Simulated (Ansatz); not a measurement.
```yaml
crystal:
  periodic: [false, false, false]
  atoms:
    - {symbol: B, position_ang: [-0.761218, -0.831486, -0.318604]}
    - {symbol: Si, position_ang: [0.320371, 0.707009, 0.126624]}
    - {symbol: S, position_ang: [0.800993, -1.403028, 0.269460]}
    - {symbol: H, position_ang: [-1.734393, -1.385934, -0.702873]}
    - {symbol: H, position_ang: [1.147189, 1.447200, -0.854684]}
    - {symbol: H, position_ang: [0.269157, 1.402138, 1.433776]}
basis:
  gaussian: {orbitals: cc-pVTZ, fitting: {mean_field: def2-universal-jkfit}}
hamiltonian: {xc: {name: PBE0}, dispersion: rvv10}
```

```sh
$ ansatz run in.yaml --threads 2 --pin off --events-out ev --progress --plain --max-ram 4352MiB
```

Task: How does Ansatz answer? (Best estimate.)

Result: Computed: The program refused the input.
```
Error: inconsistent input (hamiltonian.dispersion, hamiltonian.xc): `dispersion: rvv10` has no transferable b for PBE exchange — Sabatini et al. (2013) fitted b=6.3 to rPW86, and the PBE refits of Peng & Perdew (2017) are task-dependent (b=6.6 S22 / b=10.0 layered). Use `xc: {exchange: rpw86, correlation: pbe}` for the original rVV10 or `xc: r2scan` for the r²SCAN+rVV10 pairing
```
